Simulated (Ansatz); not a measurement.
Run this with Ansatz's Python interface and show what comes out.

Script `adiabatic.py`:
```python
"""How H2SSi relaxes after losing an electron."""

import itertools

import ansatz as az
from ase.data import atomic_numbers, covalent_radii
import numpy as np

geometry_ang = [
    ("Si", (-0.1084, -1.0135, 0.2379)),
    ("S", (0.1223, 1.0923, -0.2882)),
    ("H", (0.9721, -1.4103, 1.0213)),
    ("H", (-0.9305, 1.2711, -0.9913)),
]
geometry = az.Crystal.molecule()
for symbol, xyz in geometry_ang:
    geometry = geometry.atom(symbol, xyz)

setup = geometry.calculation()
setup = setup.basis(gaussian="6-31G*").functional("b3lyp")
symbols = [site.symbol for site in geometry.cartesian_sites]
start = np.array([site.position_ang for site in geometry.cartesian_sites], dtype=float)
report = setup.relax(force_tolerance=0.01).run(threads=1, pin="off").report
end = np.array(report["positions_ang"])

minimum = az.Crystal.molecule()
for symbol, place in zip(symbols, end):
    minimum = minimum.atom(symbol, place.tolist())
ion = (
    minimum.calculation()
    .basis(gaussian="6-31G*")
    .functional("b3lyp")
    .charge(1)
    .spin("collinear", total=1)
)
vertical = ion.run(threads=1, pin="off").report
settled = ion.relax(force_tolerance=0.01, max_steps=80).run(threads=1, pin="off").report
print(f"vertical ionisation energy   {vertical['free_energy_ev'] - report['free_energy_ev']:.3f} eV")
print(f"adiabatic, no zero point     {settled['free_energy_ev'] - report['free_energy_ev']:.3f} eV")
print(f"relaxation energy of the ion {vertical['free_energy_ev'] - settled['free_energy_ev']:.3f} eV")
ionised = np.array(settled["positions_ang"])
# pairs closer than 1.2 times the sum of covalent radii, before or after
radius = [covalent_radii[atomic_numbers[s]] for s in symbols]
span = lambda where, i, j: np.linalg.norm(where[i] - where[j])
bonded = [(i, j) for i, j in itertools.combinations(range(len(symbols)), 2) if min(span(end, i, j), span(ionised, i, j)) < 1.2 * (radius[i] + radius[j])]
print("pair        before    after (A)")
for i, j in bonded:
    print(f"{symbols[i]}{i}-{symbols[j]}{j}".ljust(10), f"{span(end, i, j):8.4f} {span(ionised, i, j):8.4f}")
```

```console
$ python adiabatic.py
vertical ionisation energy   9.210 eV
adiabatic, no zero point     8.843 eV
relaxation energy of the ion 0.367 eV
pair        before    after (A)
Si0-S1       2.1503   2.0621
Si0-H2       1.5275   1.4957
S1-H3        1.3531   1.3571
```

Caveats:
- The energies are electronic: no zero-point or thermal terms, and the basis set is short of its limit. The product may relax into another structure. The relaxation finds the nearest minimum, so the adiabatic value is an upper bound.
- b3lyp holds the VWN-RPA fit, as in Gaussian; the form of ORCA and Turbomole is b3lyp5.
- The whole script took 20 s on 1 thread of Arm Neoverse V2 (shared host), peak memory 0.19 GiB.

(Lines on the test bed's own set-up are left out of the output.)
